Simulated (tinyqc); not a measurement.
Worked calculation: UHF in the sto-3g basis, for NH, spin multiplicity 3. This run ends on a higher stationary point, not on the lowest solution. One step of it, computed by the program tinyqc.

Question. Iteration 3: building the Fock matrix. J_ij = sum D_kl (ij|kl) with D = D(alpha) + D(beta), K_ij = sum D_kl (ik|jl) for each spin; F = H + J - K(s); E = tr D H + tr D J / 2 - 0.5 sum_s tr D(s) K(s) + E_nn.

D(alpha) after iteration 2, lower triangle:
```
            1N 1s      1N 2s    1N 2px    1N 2py    1N 2pz     2H 1s
1N 1s    1.058666
1N 2s   -0.250130   1.067512
1N 2px   0.000000   0.000000  1.000000
1N 2py   0.000000   0.000000  0.000000  1.000000
1N 2pz   0.012640  -0.065228  0.000000  0.000000  0.393746
2H 1s    0.009945  -0.065906  0.000000  0.000000  0.434235  0.478928
```

D(beta) after iteration 2, lower triangle:
```
            1N 1s      1N 2s    1N 2px    1N 2py    1N 2pz     2H 1s
1N 1s    1.058830
1N 2s   -0.250988   1.072001
1N 2px   0.000000   0.000000  0.000000
1N 2py   0.000000   0.000000  0.000000  0.000000
1N 2pz   0.010990  -0.057243  0.000000  0.000000  0.208356
2H 1s    0.015774  -0.096399  0.000000  0.000000  0.378059  0.686040
```

core Hamiltonian H = T + V (hartree), lower triangle:
```
             1N 1s      1N 2s     1N 2px     1N 2py     1N 2pz      2H 1s
1N 1s   -24.483748
1N 2s    -5.629180  -6.545885
1N 2px    0.000000   0.000000  -5.189099
1N 2py    0.000000   0.000000   0.000000  -5.189099
1N 2pz   -0.004823  -0.061522   0.000000   0.000000  -5.217434
2H 1s    -0.219871  -0.671546   0.000000   0.000000  -0.645407  -2.484578
```

Two-electron integrals (ij|kl) in chemists' order, unique and non-zero (hartree):
```
(11|11) 4.166630   (21|11) 0.640849   (21|21) 0.117461   (22|11) 0.969864
(22|21) 0.220936   (22|22) 0.708245   (31|31) 0.020960   (32|31) 0.032452
(32|32) 0.156449   (33|11) 0.967124   (33|21) 0.220977   (33|22) 0.708086
(33|33) 0.762805   (41|41) 0.020960   (42|41) 0.032452   (42|42) 0.156449
(43|43) 0.041119   (44|11) 0.967124   (44|21) 0.220977   (44|22) 0.708086
(44|33) 0.680568   (44|44) 0.762805   (51|51) 0.020960   (52|51) 0.032452
(52|52) 0.156449   (53|53) 0.041119   (54|54) 0.041119   (55|11) 0.967124
(55|21) 0.220977   (55|22) 0.708086   (55|33) 0.680568   (55|44) 0.680568
(55|55) 0.762805   (61|11) 0.025025   (61|21) 0.004555   (61|22) 0.008537
(61|33) 0.008521   (61|44) 0.008521   (61|51) 0.000228   (61|52) 0.000433
(61|55) 0.008570   (61|61) 0.000179   (62|11) 0.083000   (62|21) 0.019239
(62|22) 0.071373   (62|33) 0.069866   (62|44) 0.069866   (62|51) 0.001575
(62|52) 0.013721   (62|55) 0.074310   (62|61) 0.000767   (62|62) 0.010879
(63|31) 0.001655   (63|32) 0.010532   (63|53) 0.002577   (63|63) 0.001198
(64|41) 0.001655   (64|42) 0.010532   (64|54) 0.002577   (64|64) 0.001198
(65|11) 0.078550   (65|21) 0.018393   (65|22) 0.072521   (65|33) 0.069521
(65|44) 0.069521   (65|51) 0.002808   (65|52) 0.022265   (65|55) 0.078439
(65|61) 0.000752   (65|62) 0.013199   (65|65) 0.016952   (66|11) 0.288267
(66|21) 0.067742   (66|22) 0.287130   (66|33) 0.278522   (66|44) 0.278522
(66|51) 0.004773   (66|52) 0.059512   (66|55) 0.304180   (66|61) 0.002693
(66|62) 0.063979   (66|65) 0.087636   (66|66) 0.774606
```

nuclear repulsion = 2.01976035 hartree

Give: Coulomb J; exchange K(alpha); exchange K(beta); F(alpha); F(beta); total energy of this density.

Answer.

Coulomb J (hartree), lower triangle:
```
          1N 1s   1N 2s  1N 2px  1N 2py  1N 2pz   2H 1s
1N 1s   13.2099
1N 2s    2.3898  5.6197
1N 2px   0.0000  0.0000  5.6097
1N 2py   0.0000  0.0000  0.0000  5.6097
1N 2pz   0.0027  0.0643  0.0000  0.0000  5.6199
2H 1s    0.0929  0.5828  0.0000  0.0000  0.6094  2.9068
```

exchange K(alpha) (hartree), lower triangle:
```
         1N 1s    1N 2s  1N 2px  1N 2py  1N 2pz   2H 1s
1N 1s   4.2662
1N 2s   0.7203   1.1525
1N 2px  0.0000   0.0000  0.9945
1N 2py  0.0000   0.0000  0.0000  0.9945
1N 2pz  0.0008  -0.0104  0.0000  0.0000  0.6289
2H 1s   0.0313   0.1418  0.0000  0.0000  0.2210  0.4575
```

exchange K(beta) (hartree), lower triangle:
```
         1N 1s    1N 2s  1N 2px  1N 2py  1N 2pz   2H 1s
1N 1s   4.2206
1N 2s   0.6492   0.8100
1N 2px  0.0000   0.0000  0.1830
1N 2py  0.0000   0.0000  0.0000  0.1830
1N 2pz  0.0006  -0.0091  0.0000  0.0000  0.3993
2H 1s   0.0273   0.1180  0.0000  0.0000  0.2000  0.5989
```

F(alpha) (hartree), lower triangle:
```
           1N 1s    1N 2s   1N 2px   1N 2py   1N 2pz    2H 1s
1N 1s   -15.5401
1N 2s    -3.9597  -2.0787
1N 2px    0.0000   0.0000  -0.5740
1N 2py    0.0000   0.0000   0.0000  -0.5740
1N 2pz   -0.0030   0.0132   0.0000   0.0000  -0.2264
2H 1s    -0.1582  -0.2305   0.0000   0.0000  -0.2570  -0.0353
```

F(beta) (hartree), lower triangle:
```
           1N 1s    1N 2s  1N 2px  1N 2py   1N 2pz    2H 1s
1N 1s   -15.4944
1N 2s    -3.8887  -1.7362
1N 2px    0.0000   0.0000  0.2376
1N 2py    0.0000   0.0000  0.0000  0.2376
1N 2pz   -0.0028   0.0119  0.0000  0.0000   0.0032
2H 1s    -0.1543  -0.2067  0.0000  0.0000  -0.2360  -0.1767
```

total energy of this density = -54.065634 hartree
